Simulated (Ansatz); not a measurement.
Basis-set extrapolation for CH₅NSi (`N=C[SiH3]`) (PBE0-D4/def2-TZVP geometry, frozen core, Ansatz). Multiplicity 1, RHF reference.

```tsv
	def2-TZVPP	def2-QZVPP
HF	-384.174936	-384.188537
MP2 correlation	-0.490813	-0.524513
CCSD(T) correlation	-0.549006	not run
```

Energies in hartree. Use E(X) = E(∞) + A·exp(−7.88·√X) for Hartree–Fock and E(X) = E(∞) + B·X^(−2.97) for correlation, with X = 3 and 4, and add CCSD(T) minus MP2 of the smaller set to the MP2 limit.

Question: What is the CCSD(T) energy at the basis-set limit?

Answer: HF limit: -384.188537 + (-0.013601) × 0.13774 = -384.19041. MP2 limit: -0.524513 + (-0.033700) × 0.74074 = -0.54948. Higher-order term: -0.549006 − (-0.490813) = -0.05819. Total: -384.79808 hartree, 194.6 kJ/mol below CCSD(T)/def2-TZVPP.
